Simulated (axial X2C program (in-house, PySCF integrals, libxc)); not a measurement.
AlB⁻: from the spin-free to the two-component result

All values were computed with an axial X2C code built on PySCF integrals. Spin-free means the one-electron spin-free X2C Hamiltonian; two-component (2c) means X2C with spin–orbit coupling and atomic mean-field two-electron Coulomb and Gaunt terms, so the difference of the two also holds small scalar two-electron terms. Basis: Al dyall-av3z [9s9p3d2f], B dyall-av3z [8s7p3d2f] (cores contracted in-house); Gaussian nuclei, density fitting, unrestricted open shells. Masses: Al 26.982 u, B 11.009 u.

Spin-free state: M_S = 3/2, Λ = 0 (beyond evenly filled blocks: σα, π+α, π-α); fragments Al- + B for PBE0, HF; Al + B- for BP86.

```
level  Re (Å)  ωe (cm⁻¹)  De (eV)  μ (D)
 PBE0   2.074      596.2    3.279  -1.79
   HF   2.040      657.6    2.236  -1.28
 BP86   2.099      561.0      n/a  -1.89
```

Dipoles are positive if B is the positive end and refer to the centre of mass.

Two-component determinant lowest at the distance of the search:

Ω = 3/2 (⟨Sz⟩ = 1.50, ⟨Lz⟩ = 0.00 at PBE0); fragments Al- + B for PBE0, HF; Al + B- for BP86.

```tsv
level	Re (Å)	ωe (cm⁻¹)	De (eV)	μ (D)
PBE0	2.074	596.2	3.279	-1.79
HF	2.040	657.4	2.235	-1.28
BP86	2.099	561.0	n/a	-1.89
```

**Question.** From the two tables, how do the constants change at the PBE0 level (2c against spin-free)?

**Answer.** At the PBE0 level Re is unchanged within 0.001 Å and ωe doesn't move by more than 0.2 cm⁻¹; De is not compared, since the atomic limits differ or miss part of their spin–orbit lowering.

Occupations by symmetry block were frozen at the best pattern of an incomplete PBE0 search. Dissociation energies refer to the lowest single-determinant-based atoms at the same level and basis. De is not given where an atomic determinant may have missed its ground term or J level, or where the truncated virtual space spoils (T). Density functionals use the spin component along the axis (collinear). In 2c an atomic determinant is not the ground J level, so De misses part of the atomic spin–orbit lowering. This holds for PBE0. PBE0 can misorder states that lie within some tenths of an eV, so this need not be the ground state of the molecule. The nearest other spin-free determinant of the search, M_S = 1/2, Λ = 0, lies 0.25 eV up at the distance of the search. Without a current term, density functionals place determinants with orbital angular momentum somewhat too high. With several unpaired electrons one determinant need not be a pure state. The highest occupied level of some functionals is positive through self-interaction error; at Hartree–Fock it is bound. This is the top spin component of a Σ state; components of lower Ω are not single determinants and can lie lower. Hartree–Fock gets electron affinities wrong, so its lowest charge split need not be the true one.
